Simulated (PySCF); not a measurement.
Gas-phase reaction: B2H6 = 2 B + 3 H2

Energies from PySCF (xtb for GFN2), thermal terms from the rigid-rotor harmonic-oscillator model, ideal gas at 1 bar. † marks an energy on the PBE0/def2-TZVP geometry and frequencies; other levels use their own. MP2 and CCSD(T) freeze the core. Open shells (unrestricted): B (multiplicity 2); the rest are closed-shell singlets. GFN2 has no spin-polarisation term. Spin-orbit splitting is ignored; it lowers the true energy and changes the entropy of B. B3LYP is the form with VWN-RPA correlation. MP2 isn't extrapolated to the basis-set limit. CCSD(T) isn't extrapolated to the basis-set limit.

```json
[
 {"level": "B3LYP/def2-TZVP†", "ΔH°(298 K), kJ": "?"},
 {"level": "CCSD(T)/def2-TZVPP†", "ΔH°(298 K), kJ": "1074"},
 {"level": "GFN2-xTB", "ΔH°(298 K), kJ": "1652"},
 {"level": "MP2/def2-TZVPP†", "ΔH°(298 K), kJ": "?"},
 {"level": "PBE/def2-SVP", "ΔH°(298 K), kJ": "1203"},
 {"level": "PBE/def2-TZVP†", "ΔH°(298 K), kJ": "?"},
 {"level": "PBE0/def2-QZVP†", "ΔH°(298 K), kJ": "1172"}
]
```

Problem. What belongs in the gaps?

Solution. 
- B3LYP/def2-TZVP†, ΔH°(298 K), kJ: 1106
- MP2/def2-TZVPP†, ΔH°(298 K), kJ: 1129
- PBE/def2-TZVP†, ΔH°(298 K), kJ: 1170
